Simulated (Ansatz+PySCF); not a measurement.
## doublet H₃O: levels of theory in one basis

```json
{"atom": "O", "x (Å)": "0.0000", "y (Å)": "0.0000", "z (Å)": "-0.1627"}
{"atom": "H", "x (Å)": "0.0000", "y (Å)": "0.0000", "z (Å)": "1.3019"}
{"atom": "H", "x (Å)": "30.0000", "y (Å)": "0.0000", "z (Å)": "-0.8370"}
{"atom": "H", "x (Å)": "30.0000", "y (Å)": "0.0000", "z (Å)": "0.8370"}
```

Basis set: 6-31G (spherical functions). Frozen core: 1 orbital. Correlation on ROHF uses semicanonical orbitals with singles. Charge 0, multiplicity 2.

Computed with Ansatz (development build ahead of 0.2.0); each method stands on the lowest determinant of its kind that the runs found. NEVPT2 correlates all electrons. Active spaces start from the frontier orbitals, and the lowest solution found is given.

| method | E − E(ROHF) (eV) | <S²> of the determinant |
| --- | --- | --- |
| ROHF | 0.00 | 0.75 |
| UHF | -1.81 | 2.00 |
| ROHF-MP2 | -3.94 | – |
| ROHF-CCSD | -5.44 | – |
| ROHF-CCSD(T) | -5.49 | – |
| UHF-CCSD(T) | -5.48 | 2.00 |
| full CI (lowest root of this spin) | -5.51 | – |
| CASSCF(5,5) | -3.55 | – |
| CASSCF(3,3) | -1.88 | – |
| SC-NEVPT2(5,5) | -5.30 | – |
| SC-NEVPT2(3,3) | -4.92 | – |

(1) What does UHF-MP2 give on the same scale?

(2) Is a single determinant a sound starting point here?

Answers

(1) -3.82 eV.

At such a shape the full CI root can have another spatial symmetry than the determinants, so the rows needn't describe one state.

(2) It is doubtful. Unrestricted orbitals lower Hartree–Fock by 1.81 eV and <S²> is 2.00 where a pure state has 0.75, a sign of strong static correlation. The CASSCF(5,5) natural occupations are 1.83, 1.72, 1.00, 0.28, 0.17. The CASSCF(3,3) natural occupations are 1.72, 1.00, 0.28.

Caution for ROHF, ROHF-MP2, ROHF-CCSD, ROHF-CCSD(T): an unrestricted determinant lies well below. Caution for UHF, UHF-MP2, UHF-CCSD(T): the unrestricted determinant is a mixture of spin states. Caution for ROHF-MP2, UHF-MP2, ROHF-CCSD, ROHF-CCSD(T), UHF-CCSD(T): large amplitudes, a single reference is doubtful. Caution for ROHF-MP2, UHF-MP2: forces differ strongly between restricted and unrestricted references. Caution for UHF-MP2, UHF-CCSD(T): a plain start can end on a higher determinant. Caution for ROHF-CCSD(T), UHF-CCSD(T): the amplitudes may be one of several solutions.
